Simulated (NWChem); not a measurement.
System: AlCl₃; SMILES [Cl][Al]([Cl])[Cl]

Here is an NWChem input.

```
start job
memory heap 200 mb stack 900 mb global 1100 mb
geometry units angstroms noautoz
  Al     0.000000     0.000000     0.002297
  Cl    -2.037473     0.455994    -0.000159
  Cl     1.413639     1.536506    -0.000159
  Cl     0.623834    -1.992500    -0.000159
end
basis spherical
  * library 6-31g*
end
dft
  xc xperdew91 perdew91
  iterations 150
  mulliken
end
task dft energy
```

Excerpt of the output:

```
             Northwest Computational Chemistry Package (NWChem) 7.3.0
             --------------------------------------------------------

 C3H symmetry detected

                             Geometry "geometry" -> ""
                             -------------------------

 Output coordinates in angstroms (scale by  1.889725989 to convert to a.u.)

  No.       Tag          Charge          X              Y              Z
 ---- ---------------- ---------- -------------- -------------- --------------
    1 Al                  13.0000     0.00000000     0.00000000     0.00000000
    2 Cl                  17.0000     0.52528194     2.02071888     0.00000000
    3 Cl                  17.0000     1.48735292    -1.46526694     0.00000000
    4 Cl                  17.0000    -2.01263486    -0.55545194     0.00000000

 Effective nuclear repulsion energy (a.u.)     294.9078004045

      Symmetry information
      --------------------

 Group name             C3h
 Group number             22
 Group order               6
 No. of unique centers     2

  perdew91 is a nonlocal functional; adding pw91lda local functional.

                                 NWChem DFT Module
                                 -----------------

 Summary of "ao basis" -> "ao basis" (spherical)
 ------------------------------------------------------------------------------
       Tag                 Description            Shells   Functions and Types
 ---------------- ------------------------------  ------  ---------------------
 Al                          6-31g*                  8       18   4s3p1d
 Cl                          6-31g*                  8       18   4s3p1d

      Symmetry analysis of basis
      --------------------------

        a'         18
        e'+        17
        e'-        17
        a"          8
        e"+         6
        e"-         6

  Rotation of axis

            General Information
            -------------------
          SCF calculation type: DFT
          Wavefunction type:  closed shell.
          No. of atoms     :     4
          No. of electrons :    64
           Alpha electrons :    32
            Beta electrons :    32
          Charge           :     0
          Spin multiplicity:     1
          Use of symmetry is: on ; symmetry adaption is: on
          Maximum number of iterations: 150
          AO basis - number of functions:    72
                     number of shells:    32
          Convergence on energy requested:  1.00D-06
          Convergence on density requested:  1.00D-05
          Convergence on gradient requested:  5.00D-04

              XC Information
              --------------
                 Perdew 1991   Exchange Functional  1.000
                Perdew 1991 Correlation Functional  1.000 non-local
            Perdew 1991 LDA Correlation Functional  1.000 local

             Grid Information
             ----------------
          Grid used for XC integration:  medium
          Radial quadrature: Mura-Knowles
          Angular quadrature: Lebedev.
          Tag              B.-S. Rad. Rad. Pts. Rad. Cut. Ang. Pts.
          ---              ---------- --------- --------- ---------
          Al                  1.25       88           8.0       590
          Cl                  1.00       88          10.0       590
          Grid pruning is: on
          Number of quadrature shells:   176
          Spatial weights used:  Erf1

      Superposition of Atomic Density Guess
      -------------------------------------

 Sum of atomic energies:       -1620.21039885

      Non-variational initial energy
      ------------------------------

 Total energy =   -1620.857038
 1-e energy   =   -2829.817984
 2-e energy   =     914.053146
 HOMO         =      -0.442928
 LUMO         =      -0.024572

      Symmetry analysis of molecular orbitals - initial
      -------------------------------------------------

  Numbering of irreducible representations:

     1 a'          2 e'+         3 e'-         4 a"          5 e"+
     6 e"-

  Orbital symmetries:

     1 a'          2 e'+         3 e'+         4 a'          5 a'
     6 e'+         7 e'+         8 a'          9 e'+        10 e'+
    11 a"         12 e'+        13 e'+        14 a'         15 e"+
    16 e"+        17 a'         18 e'+        19 e'+        20 a"
    21 a'         22 e'+        23 e'+        24 a'         25 e'+
    26 e'+        27 a"         28 e'+        29 e'+        30 e"+
    31 e"+        32 a'         33 a'         34 a"         35 e'+
    36 e'+        37 a'         38 a"         39 e'+        40 e'+
    41 e'+        42 e'+

     ---------------------------------------------
      Total Density - Mulliken Population Analysis
     ---------------------------------------------

    Atom       Charge   Shell Charges
 -----------   ------   -------------------------------------------------------
    1 Al  13    11.74   2.00  2.00  5.97  0.67  0.74  0.08  0.08  0.20
    2 Cl  17    17.42   2.00  2.00  5.98  1.38  3.73  0.55  1.78  0.01
    3 Cl  17    17.42   2.00  2.00  5.98  1.38  3.73  0.55  1.78  0.01
    4 Cl  17    17.42   2.00  2.00  5.98  1.38  3.73  0.55  1.78  0.01

   convergence    iter        energy       DeltaE   RMS-Dens  Diis-err
 ---------------- ----- ----------------- --------- --------- ---------
 d= 0,ls=0.0,diis     1  -1623.0353354372 -1.92D+03  2.22D-02  5.33D-01
 d= 0,ls=0.0,diis     2  -1622.9697320757  6.56D-02  1.50D-02  7.89D-01
 d= 0,ls=0.0,diis     3  -1623.0938297791 -1.24D-01  2.79D-03  3.92D-02
 d= 0,ls=0.0,diis     4  -1623.1002160760 -6.39D-03  5.19D-04  8.77D-04
 d= 0,ls=0.0,diis     5  -1623.1003482316 -1.32D-04  5.37D-05  2.26D-05
  Resetting Diis
 d= 0,ls=0.0,diis     6  -1623.1003512958 -3.06D-06  1.47D-05  8.20D-07
 d= 0,ls=0.0,diis     7  -1623.1003514455 -1.50D-07  3.18D-06  8.73D-09

         Total DFT energy =    -1623.100351445531
      One electron energy =    -2831.443083307193
           Coulomb energy =     1016.909402718743
    Exchange-Corr. energy =     -103.474471261552
 Nuclear repulsion energy =      294.907800404471

 Numeric. integr. density =       63.999999677202

                  Occupations of the irreducible representations
                  ----------------------------------------------

                     irrep           alpha         beta
                     --------     --------     --------
                     a'                9.0          9.0
                     e'+              16.0         16.0
                     e'-               0.0          0.0
                     a"                3.0          3.0
                     e"+               4.0          4.0
                     e"-               0.0          0.0

                       DFT Final Molecular Orbital Analysis
                       ------------------------------------

 Vector   30  Occ=2.000000D+00  E=-3.108438D-01  Symmetry=e"+
              MO Center=  3.5D-01,  9.5D-01, -2.4D-15, r^2= 4.3D+00
   Bfn.  Coefficient  Atom+Function         Bfn.  Coefficient  Atom+Function
  ----- ------------  ---------------      ----- ------------  ---------------
    27      0.590441  2 Cl pz                31      0.323925  2 Cl pz
    45     -0.319396  3 Cl pz                63     -0.271046  4 Cl pz
    23     -0.232084  2 Cl pz                49     -0.175225  3 Cl pz
    67     -0.148699  4 Cl pz                41      0.125545  3 Cl pz
    59      0.106540  4 Cl pz                15      0.067932  1 Al d -1

 Vector   31  Occ=2.000000D+00  E=-3.108438D-01  Symmetry=e"+
              MO Center= -3.5D-01, -9.5D-01, -5.2D-15, r^2= 4.3D+00
   Bfn.  Coefficient  Atom+Function         Bfn.  Coefficient  Atom+Function
  ----- ------------  ---------------      ----- ------------  ---------------
    63     -0.525294  4 Cl pz                45      0.497380  3 Cl pz
    67     -0.288184  4 Cl pz                49      0.272870  3 Cl pz
    59      0.206477  4 Cl pz                41     -0.195505  3 Cl pz
    17     -0.067932  1 Al d  1              27      0.027915  2 Cl pz

 Vector   32  Occ=2.000000D+00  E=-2.939737D-01  Symmetry=a'
              MO Center=  6.6D-14, -8.9D-14,  3.2D-21, r^2= 5.5D+00
   Bfn.  Coefficient  Atom+Function         Bfn.  Coefficient  Atom+Function
  ----- ------------  ---------------      ----- ------------  ---------------
    25      0.421919  2 Cl px                62      0.420231  4 Cl py
    44     -0.310555  3 Cl py                43     -0.305943  3 Cl px
    29      0.225859  2 Cl px                66      0.224956  4 Cl py
    48     -0.166244  3 Cl py                21     -0.164715  2 Cl px
    47     -0.163776  3 Cl px                58     -0.164056  4 Cl py

 Vector   33  Occ=0.000000D+00  E=-9.012982D-02  Symmetry=a'
              MO Center= -4.5D-15, -4.0D-15, -7.4D-15, r^2= 4.5D+00
   Bfn.  Coefficient  Atom+Function         Bfn.  Coefficient  Atom+Function
  ----- ------------  ---------------      ----- ------------  ---------------
    10      1.107213  1 Al s                  6      0.572133  1 Al s
    28     -0.327289  2 Cl s                 46     -0.327289  3 Cl s
    64     -0.327289  4 Cl s                 30      0.294128  2 Cl py
    65     -0.292951  4 Cl px                26      0.275998  2 Cl py
    61     -0.274894  4 Cl px                47      0.216493  3 Cl px

 Vector   34  Occ=0.000000D+00  E=-7.871506D-02  Symmetry=a"
              MO Center= -4.5D-15, -2.5D-15,  6.8D-15, r^2= 3.8D+00
   Bfn.  Coefficient  Atom+Function         Bfn.  Coefficient  Atom+Function
  ----- ------------  ---------------      ----- ------------  ---------------
     9      0.709891  1 Al pz                13      0.513216  1 Al pz
    27     -0.232670  2 Cl pz                45     -0.232670  3 Cl pz
    63     -0.232670  4 Cl pz                 5     -0.214709  1 Al pz
    31     -0.215714  2 Cl pz                49     -0.215714  3 Cl pz
    67     -0.215714  4 Cl pz                23      0.087058  2 Cl pz

 Vector   35  Occ=0.000000D+00  E= 2.900800D-02  Symmetry=e'+
              MO Center= -2.5D-01,  1.7D-01,  2.5D-17, r^2= 6.5D+00
   Bfn.  Coefficient  Atom+Function         Bfn.  Coefficient  Atom+Function
  ----- ------------  ---------------      ----- ------------  ---------------
    12      1.052484  1 Al py                11     -0.908325  1 Al px
    46      0.717970  3 Cl s                 28     -0.409378  2 Cl s
     8      0.363758  1 Al py                 7     -0.313932  1 Al px
    66     -0.310206  4 Cl py                64     -0.308592  4 Cl s
    29      0.295654  2 Cl px                47     -0.238426  3 Cl px

     ---------------------------------------------
      Total Density - Mulliken Population Analysis
     ---------------------------------------------

    Atom       Charge   Shell Charges
 -----------   ------   -------------------------------------------------------
    1 Al  13    12.51   2.00  2.00  5.96  0.83  1.26  0.00  0.15  0.32
    2 Cl  17    17.16   2.00  2.00  5.97  1.42  3.64  0.52  1.61  0.01
    3 Cl  17    17.16   2.00  2.00  5.97  1.42  3.64  0.52  1.61  0.01
    4 Cl  17    17.16   2.00  2.00  5.97  1.42  3.64  0.52  1.61  0.01

     -------------------------------------------
      Total Density - Lowdin Population Analysis
     -------------------------------------------

    Atom       Charge   Shell Charges
 -----------   ------   -------------------------------------------------------
    1 Al  13    12.79   2.00  1.97  5.89  0.55  1.16  0.21  0.54  0.48
    2 Cl  17    17.07   2.00  1.99  5.91  1.17  3.34  0.63  2.02  0.01
    3 Cl  17    17.07   2.00  1.99  5.91  1.17  3.34  0.63  2.02  0.01
    4 Cl  17    17.07   2.00  1.99  5.91  1.17  3.34  0.63  2.02  0.01

     Multipole analysis of the density
     ---------------------------------

     L   x y z        total         alpha         beta         nuclear
     -   - - -        -----         -----         ----         -------
     0   0 0 0     -0.000000    -32.000000    -32.000000     64.000000

     1   1 0 0      0.000000      0.000000      0.000000      0.000000
     1   0 1 0      0.000000      0.000000      0.000000      0.000000
     1   0 0 1      0.000000     -0.000000     -0.000000      0.000000

     2   2 0 0    -39.494034   -218.227238   -218.227238    396.960441
     2   1 1 0     -0.000000     -0.000000     -0.000000      0.000000
     2   1 0 1      0.000000      0.000000      0.000000     -0.000000
     2   0 2 0    -39.494034   -218.227238   -218.227238    396.960441
     2   0 1 1      0.000000      0.000000      0.000000     -0.000000
     2   0 0 2    -34.719096    -17.359548    -17.359548      0.000000
```

Level: PW91/6-31G* (spherical d). Structure relaxed at the B3LYP/6-31G* (spherical d) level.
